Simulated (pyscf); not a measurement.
HO–PH–SiH₃ → H₂Si=PH + water (H₂O), an elimination (singlet surface; O–P, H–Si broken, H–O formed). PySCF, gas phase, ωB97X-D3(BJ)/def2-SVP geometries. MP2 and CC: frozen core, UHF for open shells. ΔMP2 is the change of the MP2 total energy from the triple- to the quadruple-zeta basis. Energies in kcal/mol from the reactant's lowest minimum found.

Small-basis levels: PySCF, no dispersion term, spherical d functions. 

### Question
In single points HF/STO-3G puts the saddle at 83.2 kcal/mol and the reaction energy at +74.4 kcal/mol. Should these be trusted to within a few kcal/mol? Compare with CCSD(T)/def2-TZVPP + ΔMP2(QZVPP).

### Answer
CCSD(T)/def2-TZVPP + ΔMP2(QZVPP) gives ΔE‡ = 56.2 kcal/mol and ΔE = +24.6 kcal/mol. HF/STO-3G lies 27.0 kcal/mol over it in the barrier and 49.9 kcal/mol over it in the reaction energy, so on this step it does not hold to within 3.0 kcal/mol. CCSD(T)/def2-TZVPP + ΔMP2(QZVPP) has limits of its own. The products may also form a dative adduct at H₂Si=PH; it and routes through it were not searched. HO–PH–SiH₃ lies 27.2 kcal/mol over its isomer HO–SiH₂–PH₂ (electronic energy, ωB97M-D3(BJ)). One saddle was located; it need not be the lowest between these sides. The CCSD(T) − MP2 part came from Ansatz, without density fitting, on the same reference.
